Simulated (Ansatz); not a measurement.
Species: C₂H₃N, SMILES `CC#N` (charge 0, multiplicity 1).

Give a relaxed geometry from B3LYP-D3(BJ)/def2-SVP (Ansatz, a program for electronic structure).

the end point of this relaxation (outside a Z-matrix the atoms follow the SMILES, hydrogens last).
Bonds (Å): C1–C2 1.459, C1–H4 1.100, C1–H5 1.100, C1–H6 1.100, C2–N3 1.158. Angles (°): C2–C1–H4 110.3, C2–C1–H5 110.3, C2–C1–H6 110.3, H4–C1–H5 108.6, H4–C1–H6 108.6, H5–C1–H6 108.6, C1–C2–N3 180.0.
